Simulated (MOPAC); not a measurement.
MOPAC input (PM6):

```
PM6 PRECISE GNORM=0.05 LET XYZ UHF MS=0.5 GEO-OK AUX(PRECISION=9) THREADS=1
CH2NO

O    -0.22489627 1    1.19921299 1   -0.07691899 1
C    -0.43632120 1    0.02838055 1   -0.00994382 1
N     0.41790027 1   -0.99734550 1    0.06832224 1
H     0.07146814 1   -1.93733424 1    0.11876215 1
H     1.42032731 1   -0.84523444 1    0.07799705 1
```

Output:

```
 *******************************************************************************
 **                                                                           **
 **                              MOPAC v23.2.5                                **
 **                                                                           **
 *******************************************************************************
 ** MOPAC's Digital Object Identifier: https://doi.org/10.5281/zenodo.6511958 **
 **                                                                           **
 ** Please cite the open-source release paper for use of this MOPAC version:  **
 ** J. E. Moussa and J. J. P. Stewart (2026)                                  **
 ** MOPAC: An open-source semiempirical molecular orbital program             **
 ** J. Open Source Softw., 11(119), 8025, https://doi.org/10.21105/joss.08025 **
 *******************************************************************************

                              PM6 CALCULATION RESULTS

 *******************************************************************************
 *  PM6        - The PM6 Hamiltonian to be used
 *  GEO-OK     - OVERRIDE INTERATOMIC DISTANCE AND OTHER SAFETY CHECKS
 *  UHF        - UNRESTRICTED HARTREE-FOCK CALCULATION
 *  MS=        - IN MECI, MAGNETIC COMPONENT OF SPIN =  0.5
 *  LET        - OVERRIDE SOME SAFETY CHECKS
 *  PRECISE    - TIGHTER CRITERIA TO BE USED
 *  XYZ        - CARTESIAN COORDINATE SYSTEM TO BE USED
 *  GNORM      - EXIT WHEN GRADIENT NORM DROPS BELOW 0.050
 *  AUX        - OUTPUT AUXILIARY INFORMATION
 *******************************************************************************
PM6 PRECISE GNORM=0.05 LET XYZ UHF MS=0.5 GEO-OK AUX(PRECISION=9) THREADS=1
 CH2NO

   ATOM   CHEMICAL          X               Y               Z
  NUMBER   SYMBOL      (ANGSTROMS)     (ANGSTROMS)     (ANGSTROMS)

     1       O         -0.22489627  *   1.19921299  *  -0.07691899  *
     2       C         -0.43632120  *   0.02838055  *  -0.00994382  *
     3       N          0.41790027  *  -0.99734550  *   0.06832224  *
     4       H          0.07146814  *  -1.93733424  *   0.11876215  *
     5       H          1.42032731  *  -0.84523444  *   0.07799705  *

          CARTESIAN COORDINATES

    NO.       ATOM           X           Y           Z

     1         O         -0.2249      1.1992     -0.0769
     2         C         -0.4363      0.0284     -0.0099
     3         N          0.4179     -0.9973      0.0683
     4         H          0.0715     -1.9373      0.1188
     5         H          1.4203     -0.8452      0.0780

 General Reference for PM6:
 "Optimization of Parameters for Semiempirical Methods V: Modification of NDDO Approximations
 and Application to 70 Elements", J. J. P. Stewart, J. Mol. Mod., 13, 1173-1213 (2007)
 URL: https://link.springer.com/article/10.1007/s00894-007-0233-4

           Empirical Formula: C H2 N O  =     5 atoms

      MOLECULAR POINT GROUP   :   Cs

          UHF CALCULATION, NO. OF ALPHA ELECTRONS =    9
                           NO. OF BETA  ELECTRONS =    8

          Geometry optimization using EF

          DIAGONAL MATRIX USED AS START HESSIAN

 CYCLE:     1  GRAD.:    54.387 HEAT: -17.65063
 CYCLE:     2  GRAD.:   949.248 HEAT:  41.08327
 CYCLE:     3  GRAD.:   169.846 HEAT: -10.63335
 CYCLE:     4  GRAD.:   290.990 HEAT: -6.273682
 CYCLE:     5  GRAD.:   234.540 HEAT: -1.846401
 CYCLE:     6  GRAD.:   142.631 HEAT: -14.07518
 CYCLE:     7  GRAD.:    71.215 HEAT: -16.80225
 CYCLE:     8  GRAD.:    58.086 HEAT: -18.41885
 CYCLE:     9  GRAD.:    33.426 HEAT: -19.37004
 CYCLE:    10  GRAD.:    16.168 HEAT: -19.66741
 CYCLE:    11  GRAD.:    11.061 HEAT: -19.82690
 CYCLE:    12  GRAD.:     2.174 HEAT: -19.85423
 CYCLE:    13  GRAD.:     0.314 HEAT: -19.85585
 CYCLE:    14  GRAD.:     0.277 HEAT: -19.85613
 CYCLE:    15  GRAD.:     0.109 HEAT: -19.85625
 CYCLE:    16  GRAD.:     0.025 HEAT: -19.85625

     GRADIENT =  0.02548 IS LESS THAN CUTOFF =  0.05000

 -------------------------------------------------------------------------------
 PM6 PRECISE GNORM=0.05 LET XYZ UHF MS=0.5 GEO-OK AUX(PRECISION=9) THREADS=1
 CH2NO

     GEOMETRY OPTIMISED USING EIGENVECTOR FOLLOWING (EF).
     SCF FIELD WAS ACHIEVED

                              PM6 CALCULATION
                                                       MOPAC v23.2.5 Linux

          FINAL HEAT OF FORMATION =        -19.85625 KCAL/MOL =     -83.07855 KJ/MOL

          COSMO AREA              =         73.70 SQUARE ANGSTROMS
          COSMO VOLUME            =         54.52 CUBIC ANGSTROMS

          GRADIENT NORM           =          0.02548          =       0.01140 PER ATOM
          IONIZATION POTENTIAL    =          9.224940 EV
          ALPHA SOMO LUMO (EV)    =         -9.225  1.239
          BETA  SOMO LUMO (EV)    =        -10.759  0.384
          NO. OF ALPHA ELECTRONS  =          9
          NO. OF BETA  ELECTRONS  =          8
          MOLECULAR WEIGHT        =         44.0329         POINT GROUP:  Cs

          MOLECULAR DIMENSIONS (Angstroms)

            Atom       Atom       Distance
            H     4    O     1     3.20369
            H     5    C     2     1.68803
            H     5    N     3     0.00000

          SCF CALCULATIONS        =         17

   ATOM   CHEMICAL          X               Y               Z
  NUMBER   SYMBOL      (ANGSTROMS)     (ANGSTROMS)     (ANGSTROMS)

     1       O         -0.30670744  *   1.23186055  *  -0.08043962  *
     2       C         -0.36306054  *   0.05809340  *  -0.01036380  *
     3       N          0.43848508  *  -1.02370151  *   0.07030757  *
     4       H          0.04078018  *  -1.94669013  *   0.11875078  *
     5       H          1.44732996  *  -0.97027330  *   0.08608416  *

                             CARTESIAN COORDINATES

   1    O       -0.306707444     1.231860555    -0.080439619
   2    C       -0.363060539     0.058093401    -0.010363802
   3    N        0.438485079    -1.023701507     0.070307570
   4    H        0.040780184    -1.946690131     0.118750776
   5    H        1.447329958    -0.970273303     0.086084164

           Empirical Formula: C H2 N O  =     5 atoms

      MOLECULAR POINT GROUP   :   Cs

          ALPHA EIGENVALUES
 -33.01325 -32.51477 -22.02354 -18.67008 -17.02249 -15.61509 -14.20890 -10.98731
  -9.22494   1.23872   2.13356   4.35567   5.50929   6.16521

           BETA EIGENVALUES
 -32.53726 -31.78341 -21.32000 -18.36005 -15.80395 -15.17504 -13.11291 -10.75925
   0.38353   1.66054   2.55262   4.99067   5.88813   6.46865

              NET ATOMIC CHARGES AND DIPOLE CONTRIBUTIONS

  ATOM NO.   TYPE          CHARGE      No. of ELECS.   s-Pop       p-Pop
    1          O          -0.360540        6.3605     1.83554     4.52500
    2          C           0.352236        3.6478     1.24409     2.40367
    3          N          -0.526322        5.5263     1.45932     4.06700
    4          H           0.278205        0.7218     0.72179
    5          H           0.256421        0.7436     0.74358
 DIPOLE           X         Y         Z       TOTAL
 POINT-CHG.     0.645    -3.243     0.209     3.314
 HYBRID         0.963     0.112     0.011     0.970
 SUM            1.609    -3.131     0.220     3.527

          ATOMIC ORBITAL ELECTRON POPULATIONS

     Atom    s        px        py        pz
    1  O   1.83554   1.63463   1.30335   1.58701
    2  C   1.24409   0.92985   0.81179   0.66204
    3  N   1.45932   1.15438   1.16460   1.74803
    4  H   0.72179
    5  H   0.74358

                    (SZ)    =    0.500000
                    (S**2)  =    0.755040

          ATOMIC ORBITAL SPIN POPULATIONS

    Atom   Total    s     px     py     pz
         Atomic
    1  O  0.3321  0.007  0.252  0.055  0.019
    2  C  0.5429  0.209  0.274  0.063 -0.004
    3  N  0.0711  0.038  0.020  0.027 -0.015
    4  H -0.0083 -0.008
    5  H  0.0622  0.062

 **********************
 *                    *
 * JOB ENDED NORMALLY *
 *                    *
 **********************

 == MOPAC DONE ==
```
